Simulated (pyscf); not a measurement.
Thermochemistry of product channels of H₃C–SiH(Cl)–Cl on the singlet surface, in kcal/mol, from ωB97M-D3(BJ)/def2-TZVP energies (ideal gas, 1 atm, RRHO with modes under 100 cm⁻¹ raised to 100, one conformer, R ln 2 for chiral ones without a mode under 150 cm⁻¹). Optimised with ωB97X-D3(BJ)/def2-SVP in PySCF.

```csv
products,ΔE,ΔH(298 K),ΔG(600 K),ΔG(1200 K)
methane (CH₄) + dichlorosilylene (Cl–Si:–Cl) [singlet],?,+34.1,+14.4,-3.4
H₂C=Si(Cl)–Cl + hydrogen (H₂),+67.1,+62.0,+45.2,?
```

Task: Some entries are withheld; supply them.

Result: 
- methane (CH₄) + dichlorosilylene (Cl–Si:–Cl) [singlet], ΔE: +34.2
- H₂C=Si(Cl)–Cl + hydrogen (H₂), ΔG(1200 K): +27.3

The channel to CH₄ + Cl–Si:–Cl [singlet] turns favourable between 298 and 1200 K (ΔG from +24.2 kcal/mol to -3.4 kcal/mol).

These are energies of the channels, which say nothing of barriers.
